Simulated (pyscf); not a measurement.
Thermochemistry of product channels of HN=Ta(NH₂)(NH₂)–NH₂ + water (H₂O) on the singlet surface, in kcal/mol, from ωB97M-D3(BJ)/def2-TZVP energies (ideal gas, 1 atm, RRHO with modes under 100 cm⁻¹ raised to 100, one conformer, R ln 2 for chiral ones without a mode under 150 cm⁻¹). Optimised with ωB97X-D3(BJ)/def2-SVP in PySCF.

```
products                               ΔE  ΔH(298 K)  ΔG(600 K)  ΔG(1200 K)
----------------------------------  -----  ---------  ---------  ----------
H₂N–Ta(NH₂)(NH₂)(NH₂)–OH            -33.3      -31.7      -11.3        +7.5
HN=Ta(NH₂)(NH₂)–OH + ammonia (NH₃)  -15.2      -14.7      -14.7       -14.3
```

The channel to H₂N–Ta(NH₂)(NH₂)(NH₂)–OH turns unfavourable between 298 and 1200 K (ΔG from -21.4 kcal/mol to +7.5 kcal/mol).

These are energies of the channels, which say nothing of barriers. Elements past Kr carry the def2 core potentials, without spin-orbit coupling.
